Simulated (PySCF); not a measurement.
**Working out the ionisation energy of O**

O [He] 2s2 2p4 (3P) → O⁺ [He] 2s2 2p3 (4S). All numbers are calculated (PySCF 2.14, scalar relativity by spin-free X2C-1e, in x2c-QZVPPall). Frozen: 1s2. Energies in hartree (1 hartree = 27.21139 eV):

```
            part   O (lower)  O⁺ (upper)
             UHF  -74.870976  -74.429541
CCSD correlation   -0.171832   -0.119895
             (T)   -0.003699   -0.001930
```

Problem. What does Hartree-Fock give?

Solution. (-74.429541) − (-74.870976) = 0.441435 hartree = 12.012 eV.

Problem. What do CCSD and CCSD(T) give?

Solution. The CCSD correlation energies differ by 0.051937 hartree = 1.413 eV and the triples by 0.001769 hartree = 0.048 eV, so CCSD gives 13.425 eV and CCSD(T) 13.473 eV.

Measured between the centres of the two terms (NIST): 13.608 eV, so CCSD(T) (valence) is off by -0.135 eV.

What remains against the reference includes basis incompleteness, the frozen core and higher excitations.
